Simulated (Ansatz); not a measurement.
# AlP₂H (singlet): wave-function methods side by side at a displaced geometry (v1), cc-pVDZ

One table from this session's results is given with a row withheld; the runs are named, their logs left out.

Program: Ansatz 0.2.0, Gaussian basis. Level of theory: cc-pVDZ, core rule «outside noble gas», up to 15 orbitals frozen. These are calculated values, not measurements.

The runs, in order: UHF; CCSD(T) on RHF; CCSD(T) on UHF; BCCD(T) on RHF; CISD; CCSDT(Q) on RHF; CCSDT(Q) on UHF.

18 further runs of the same task are left out: 8 that didn't finish, 10 set aside as unsound or not needed.

## The system

The geometry is a PBE0/def2-TZVP stationary point (not a proven minimum) with its atoms shifted at random (size 0.040 Å).

4 atoms, charge 0, spin multiplicity 1.

Atoms are counted from 1 here; the program's logs count them from 0.

Bond lengths: Al1–P2 2.244 Å, Al1–P3 2.270 Å, Al1–H4 1.546 Å, P2–P3 2.037 Å. Angles: P2–Al1–P3 53.6°, P2–Al1–H4 153.3°, P3–Al1–H4 153.0°, Al1–P2–P3 63.8°, Al1–P3–P2 62.5°.

Coordinates:

```xyz
4
AlHP2
Al   -0.01532   -0.00909    1.37006
P    -0.01615    1.02221   -0.62286
P     0.03181   -1.01336   -0.66548
H    -0.07097   -0.02873    2.91542
```

Set-up of the first run:

in.yaml reads:

```yaml
crystal:
  periodic: [false, false, false]
  atoms:
    - {symbol: Al, position_ang: [-0.015321, -0.009087, 1.370055]}
    - {symbol: P, position_ang: [-0.016154, 1.022208, -0.622864]}
    - {symbol: P, position_ang: [0.031810, -1.013358, -0.665477]}
    - {symbol: H, position_ang: [-0.070967, -0.028734, 2.915421]}
basis:
  gaussian: {orbitals: cc-pVDZ}
magnetization: {spin_polarized: true, initial_magnetization: 0}
hamiltonian: {xc: hf}
output: {orbitals: {seedname: orbitals}}
```

Run with:

```sh
ansatz run in.yaml --threads 1 --pin off --events-out ev --progress --plain --max-ram 2393MiB
```

Among the steps run: UHF; CCSD(T) on RHF; CCSD(T) on UHF; BCCD(T) on RHF; CISD; CCSDT(Q) on RHF; CCSDT(Q) on UHF.

One of the session's tables, all rows but one given; the rest of the session is left out.

It belongs to the step «Misses and costs». 

```
   method  from RCCSDT(Q) (kJ/mol)
      RHF                   +862.3
      UHF                   +861.5
     RMP2                        ?
     CISD                   +147.7
    RCCSD                    +47.9
 RCCSD(T)                     +6.6
  BCCD(T)                     +6.4
   RCCSDT                     +4.3
RCCSDT(Q)                        0
```

Q: Estimate the row for RMP2 from the others.

**Answer.** from RCCSDT(Q) (kJ/mol): +127.9. In the column «from RCCSDT(Q) (kJ/mol)» it lies between RCCSD (+47.9) and CISD (+147.7).

Not comparable, so not listed: CCSD(T) on UHF; CCSDT(Q) on UHF (they don't share determinant, frozen orbitals or solution with the rows shown, or repeat one).

Caveats from the session: Warnings: restricted reference is unstable; spin contamination.
